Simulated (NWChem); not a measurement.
# NH (imidogen) at UCCD/def2-SVP

Aim: the energy change on altering one bond length of NH (imidogen) at UCCD/def2-SVP, from 2 runs. 

The results are computed with NWChem 7.3.0.

5 further runs of the same task are left out: 1 that didn't finish, 4 set aside as unsound or not needed.

### 1 The molecule

NH: 2 atoms, total charge 0, spin state triplet. SMILES: `[NH]`. Geometry: the measured bond length.

Bond lengths: N1–H2 1.036 Å.

### 2 The energy at UCCD/def2-SVP

Input file test.nw:

```
start test
memory total 2200 mb

geometry units angstroms noautosym nocenter
 zmatrix
   N
   H 1 r2
 variables
   r2 1.03621
 end
end

basis spherical
 N library def2-SVP
 H library def2-SVP
end

scf
 triplet
 uhf
 maxiter 60
 print low
end

tce
 scf
 ccd
 freeze core 1
 maxiter 100
end

task tce energy
```

Run with:

```console
nwchem test.nw > test.out
```

The program printed:

```text
[...]
  functions       =    19
[...]
  wavefunction    = UHF
[...]
         Total SCF energy =    -54.914563025563
      One electron energy =    -81.553814681981
      Two electron energy =     23.064454324798
 Nuclear repulsion energy =      3.574797331620
                       Sz =      1.0000
                 Sz(Sz+1) =      2.0000
                      S^2 =      2.0146
[...]
         Wavefunction type : Unrestricted Hartree-Fock
          No. of electrons :     8
[...]
         Spin multiplicity : triplet
[...]
```

It took 0.79 s on 1 thread of Intel Xeon at 2.60GHz (Ice Lake), shared host; peak memory 0.1 GiB.

### 3 The distorted shape, same level

Input file calc.nw:

```
start calc
title "HN ccd"
memory stack 880 mb heap 220 mb global 1100 mb
geometry units atomic noautosym nocenter noautoz
 N      0.00000000     0.00000000    -0.97907655
 H      0.00000000     0.00000000     1.95815311
end
basis spherical
 * library def2-SVP
end
scf
 triplet
 uhf
 maxiter 60
 print medium
end
tce
 scf
 ccd
 freeze core 1
 maxiter 100
end
task tce energy
```

Run with:

```console
nwchem calc.nw > calc.out
```

The program printed:

```text
[...]
  functions       =    19
[...]
  wavefunction    = UHF
[...]
         Total SCF energy =    -54.847557264176
      One electron energy =    -79.122457232205
      Two electron energy =     21.891701917386
 Nuclear repulsion energy =      2.383198050642
                       Sz =      1.0000
                 Sz(Sz+1) =      2.0000
                      S^2 =      2.4956
[...]
         Wavefunction type : Unrestricted Hartree-Fock
          No. of electrons :     8
[...]
         Spin multiplicity : triplet
[...]
```

Run time: 1.1 s. Hardware: 1 thread of Intel Xeon at 2.60GHz (Ice Lake), shared host; peak memory 0.1 GiB.

### 4 Results

Level: UCCD/def2-SVP, 1 core orbital frozen.

| quantity | value |
| --- | --- |
| first shape: total energy | -55.03592 Eh |
| first shape: correlation energy (1 core orbital frozen) | -121.4 mEh |
| first shape: ⟨S²⟩ of the reference determinant | 2.015 |
| distorted shape: total energy | -54.95684 Eh |
| distorted shape: HOMO energy (Hartree–Fock orbitals) (highest over α and β) | -12.47 eV |
| distorted shape: LUMO energy (Hartree–Fock orbitals) (lowest over α and β) | 3.16 eV |
| distorted shape: correlation energy (1 core orbital frozen) | -109.3 mEh |
| distorted shape: ⟨S²⟩ of the reference determinant | 2.496 |
| energy change with the N1–H2 bond stretched from 1.036 to 1.554 Å | 2.152 eV |

What this shows: With the N1–H2 bond stretched from 1.036 to 1.554 Å the energy rises by 2.15 eV (50 kcal/mol). The first shape isn't relaxed at this level, so the change isn't measured from a minimum. ⟨S²⟩ (distorted shape) is 2.50 where a pure triplet has 2.00: the reference is spin-contaminated.
